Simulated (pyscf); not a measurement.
Single points on ωB97X-D3(BJ)/def2-SVP structures (PySCF, gas phase). MP2 and CC: frozen core, UHF for open shells. ΔMP2 is the change of the MP2 total energy from the triple- to the quadruple-zeta basis.

Problem. What is the homolytic dissociation enthalpy (298 K, CCSD(T)/def2-TZVPP + ΔMP2(QZVPP)) of the C–N bond of H₂C=C(CH₃)–NH₂ (SMILES C=C(C)N), to H₂C=C•–CH₃ + NH₂•?

Solution. C–N to H₂C=C•–CH₃ + NH₂•: 100.6 kcal/mol. The radicals are drawn with the spin at the cut bond; how far it spreads was not checked. H₂C=C•–CH₃ lies 20.3 kcal/mol over its isomer •H₂C–CH=CH₂, and others may lie lower still (electronic energy, ωB97M-D3(BJ)). The CCSD(T) − MP2 part came from Ansatz, without density fitting, on the same reference. A UHF reference is spin-contaminated (<S²> up to 0.93), which harms MP2 most.
